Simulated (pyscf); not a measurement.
Thermochemistry of product channels of F–GeH₂• (SMILES [F][GeH2]) + NH₃ (SMILES N) on the doublet surface, in kcal/mol, from ωB97M-D3(BJ)/def2-TZVP energies (ideal gas, 1 atm, RRHO with modes under 100 cm⁻¹ raised to 100, one conformer, R ln 2 for rigid chiral ones). Single points on ωB97X-D3(BJ)/def2-SVP structures (PySCF, gas phase).

```tsv
products	ΔE	ΔH(298 K)	ΔG(298 K)	ΔG(900 K)
•HN–GeH₂–F (SMILES [NH][GeH2][F]) + H₂ (SMILES [H][H])	+27.4	+21.7	+23.6	+25.4
H₂N–GeH•–F (SMILES [NH2][GeH][F]) + H₂ (SMILES [H][H])	-0.8	-4.0	-2.4	-1.1
```

These are energies of the channels, which say nothing of barriers. Elements up to Kr have no core potential and no relativistic terms here.
